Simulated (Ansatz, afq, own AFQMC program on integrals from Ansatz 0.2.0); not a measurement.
## NH₃⁺, doublet in 6-31G, levels against full CI

```xyz
4

N     0.0000    0.0000    0.0000
H     1.0240    0.0138   -0.0001
H    -0.5239    0.8799   -0.0028
H    -0.5001   -0.8937    0.0028
```

Basis 6-31G. Noble-gas cores (and the filled d shells of Ga–Kr and In–Xe) are frozen. Ansatz 0.2.0 and our own AFQMC program on the same integrals; the CISD trial comes from CCSD amplitudes, and released means the phaseless constraint is let go. Uncertainties: one standard error, sampling alone.

Determinant: UHF, the one that the program's search chose, which needn't be the lowest solution. The geometry is a PBE0/def2-TZVP stationary point of this or a neighbouring charge and spin state.

Full CI on the same integrals is exact in this basis and with this determinant's frozen core.

The T1 diagnostic is 0.0071 and the weight of the determinant in the CISD state is 0.959. The ⟨S²⟩ of the determinant is 0.760. The size of the correlated space is 7 electrons in 14 orbitals.

| level | correlation energy (eV) |
| --- | --- |
| MP2 | -2.3603 |
| CCSD | -2.8075 |
| CCSD(T) | -2.8302 |

(1) Estimate where AFQMC with the constraint released lies against CCSD(T) on the same integrals.

(1) 0.26 ± 0.05 kcal/mol below CCSD(T).

Reference: full CI, correlation energy -2.839 eV. The released energy is read at 2.40 1/Eh (meV from the phaseless value at times in 1/Eh: -2.7 ± 2.2 at 0.24, 1.0 ± 1.7 at 0.51, -1.5 ± 1.9 at 0.99, -1.8 ± 2.1 at 1.62, -2.9 ± 2.1 at 2.40).

| level | E − E(reference) (kcal/mol) | share of correlation (%) |
| --- | --- | --- |
| CCSD(T) | 0.20 | 99.69 |
| CCSDT | 0.11 | 99.84 |
| CCSDT(Q) | 0.01 | 99.99 |
| CCSDTQ | 0.00 | 100.00 |
| ph-AFQMC/HF | -0.42 ± 0.58 | 100.64 |
| ph-AFQMC/CISD | 0.01 ± 0.06 | 99.98 |
| released AFQMC | -0.06 ± 0.05 | 100.09 |

CCSDT and higher add their correlation energy to the determinant of the CCSD(T) run, since their own runs factorise the integrals more tightly (a shift of under 2 meV). A walk keeps the symmetry of its determinant, which the program's search chose and which needn't be the lowest solution, so a lower state of the same spin and another symmetry isn't excluded. Released energies are given only where the last usable release times agree within the noise; a slower fall can still hide under it.
